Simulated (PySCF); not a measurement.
Consider methylketene, `CC=C=O` (C3H4O). Numbering: `[CH3:1][CH:2]=[C:3]=[O:4]`

Level of theory: ωB97X-D3(BJ)/ma-def2-TZVP single points in PySCF, grid level 2; every species was optimised with PBE0-D3(BJ)/def2-SVP. ωB97X-D3(BJ) is ωB97X-V with D3(BJ) in place of VV10. Zero-point and thermal terms (298.15 K, 1 bar) come from unscaled PBE0-D3(BJ)/def2-SVP harmonic frequencies, with soft modes damped to free rotors in the entropy.

Problem. What are the vertical and the adiabatic ionisation energy for forming the radical cation?

Solution. 9.08 eV vertical and 8.86 eV adiabatic, the latter with zero-point energy.

Problem. Where does the unpaired spin of the relaxed radical cation sit?

Solution. C2 (alkene carbon) 0.65, O4 (carbonyl oxygen) 0.24 (intrinsic atomic orbital populations).

Problem. What oxidation potential follows in THF (IEF-PCM), given that Fc+/Fc comes at 4.74 V absolute with this functional and basis?

Solution. In the gas phase ΔG of oxidation is 8.835 eV, and solvation is -8.8 kJ/mol for the parent and -234.0 kJ/mol for the product, so the absolute potential is 6.50 V, or 1.76 V against Fc+/Fc. Fc+/Fc in THF, 4.74 V, is ωB97X-D3(BJ)/ma-def2-TZVP on PBE0-D3(BJ)/def2-SVP structures with GFN2-xTB thermal terms. Benchmark calculations put it near 5.0 V in acetonitrile and DMSO, so it is about 0.3 V low, and the value against it can read up to that much too high. The solvent is electrostatics only, on gas-phase structures; the absolute scale refers to an electron at rest in vacuum.

Problem. How far is −ε(HOMO) from the vertical value by ΔSCF?

Solution. −ε(HOMO) = 8.98 eV, which is 0.10 eV below the ΔSCF value.
